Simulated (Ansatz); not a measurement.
# Osmium, hcp: convergence with cold smearing

Computed with Ansatz, PBE, scalar-relativistic PAW, on the relaxed cell (a = 2.756 Å, c = 4.343 Å (c/a = 1.576); spin not included). Errors count from a run at 420 eV on a Γ-centred 21×21×12 mesh with Fermi-Dirac smearing of 0.1 eV, extrapolated to zero width. Fixed here: cutoff 420 eV, mesh 13×13×7. The SCF starts from atomic densities corrected by a trained network.

| width (eV) | E(σ→0) error (meV/atom) | F error (meV/atom) | P (GPa) | SCF iterations |
| --- | --- | --- | --- | --- |
| 0.01 | -1.0 | -1.0 | -0.25 | 5 |
| 0.03 | -1.0 | -1.0 | -0.25 | 5 |
| 0.1 | -1.0 | -1.1 | -0.25 | 5 |
| 0.2 | -1.0 | -1.4 | -0.22 | 5 |
| 0.3 | -1.8 | -1.7 | -0.22 | 5 |
| 0.6 | -2.8 | 0.6 | -0.25 | 5 |
| 1.0 | -9.8 | 19.4 | -1.03 | 5 |
